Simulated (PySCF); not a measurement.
**Excitation energies in several basis sets**

1,2,4-thiadiazole, C₂H₂N₂S.
SMILES: `C1=NC=NS1`

TDDFT with PBE0 (PySCF), vertical singlets, core orbitals frozen in the response, spherical d and f functions. Geometry: PBE0-D3(BJ)/def2-SVP; no solvent, vibrations or thermal averaging.

```csv
basis,functions,diffuse,S1 (eV),S2 (eV),S3 (eV),S4 (eV),S5 (eV),LUMO (eV),α (au)
6-31G*,78,no,5.20,6.11,6.22,6.48,6.85,-1.21,41.9
def2-SVP,84,no,5.13,6.10,6.13,6.78,6.86,-1.37,41.4
6-31+G*,98,yes,5.19,6.01,6.17,6.33,6.74,-1.51,49.1
def2-SVPD,123,yes,5.16,5.97,6.09,6.35,6.70,-1.55,51.2
aug-cc-pVDZ,137,yes,5.18,5.95,6.17,6.36,6.66,-1.49,52.7
def2-TZVP,173,no,5.14,5.92,6.12,6.27,6.65,-1.46,48.9
def2-TZVPD,212,yes,5.13,5.89,6.07,6.19,6.61,-1.52,52.9
aug-cc-pVTZ,280,yes,5.14,5.90,6.11,6.26,6.62,-1.52,53.1
```

Q: How much do these states and the polarisability depend on the basis?

A: States are compared by their number. Against the largest diffuse basis here (aug-cc-pVTZ, itself not a converged limit), sets without diffuse functions differ by up to 0.06 eV in S1 and 0.24 eV in S5; the smaller diffuse sets differ by up to 0.06 and 0.12 eV. State by state, the largest deviation of a set without diffuse functions is S1 0.06, S2 0.20, S3 0.11, S4 0.53, S5 0.24 eV. The same number needn't mean the same state in each row. Against aug-cc-pVTZ the polarisability deviates by -21% in 6-31G*, -22% in def2-SVP, -7% in 6-31+G*, -4% in def2-SVPD, -1% in aug-cc-pVDZ, -8% in def2-TZVP, 0% in def2-TZVPD. A single + in a Pople set puts diffuse functions on heavy atoms only.
